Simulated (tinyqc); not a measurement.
Orbital energy against energy difference: ionisation energy by orbital energies and by energy differences in the 6-31g basis, for NH3, spin multiplicity 1. Computed by the program tinyqc with PySCF. The cation is unrestricted; errors are against CCSD(T) in this basis, not against experiment.

Geometry (angstrom):
```
atom,x,y,z
N,0.0000,0.0000,0.0980
H,0.9390,0.0000,0.0000
H,-0.4690,0.8130,0.0000
H,-0.4690,-0.8130,0.0000
```

CCSD(T) difference in the same basis = 9.2584 eV

IP-EOM-CCSD = 9.1223 eV

First vertical ionisation energy (eV):
```
method,-e(HOMO),E(cation) - E,error of -e(HOMO),error of the difference
HF,10.537,8.56191,1.278,-0.697
LDA,4.640,10.22697,-4.619,0.969
PBE,4.555,9.92655,-4.704,0.668
B3LYP,5.988,9.97811,-3.271,0.720
PBE0,6.307,9.87267,-2.951,0.614
CAM-B3LYP,7.817,9.98571,-1.442,0.727
LC-wPBE,9.363,10.01920,0.104,0.761
```

What does the comparison show, and why?

Koopmans errs by +1.28 eV and Delta-HF by -0.70 eV: relaxation, 1.97 eV, lowers the value and the missing correlation difference works against it. The PBE level is off by -4.7 eV through the wrong tail of its potential, though its energy difference is off by +0.67 eV; exact exchange deepens the level, and among the orbital energies LC-wPBE comes closest; among the differences PBE0 does.
